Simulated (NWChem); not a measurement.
**Correlation energy of Si (+1)**

```xyz
1

Si     0.0000     0.0000     0.0000
```
Charge +1, spin multiplicity 2.

Program: NWChem.

Basis set: cc-pVQZ. Each correlation energy counts from its own Hartree-Fock reference.

The correlated methods keep 5 core orbitals frozen. No SCF solution was tested for a lower state. Open-shell Hartree-Fock references start from PBE0 orbitals. Coupled-cluster values serve here as a point of comparison, not as the truth.

Q: Order these methods by the correlation energy they give, lowest first: SCS-UMP2, CCSD(T) on ROHF, CCSD[T] on UHF, CCSD on UHF, URI-MP2.

A: CCSD(T) on ROHF (-65.9 mHa), CCSD[T] on UHF (-61.1 mHa), CCSD on UHF (-59.8 mHa), SCS-UMP2 (-50.1 mHa), URI-MP2 (-43.8 mHa)
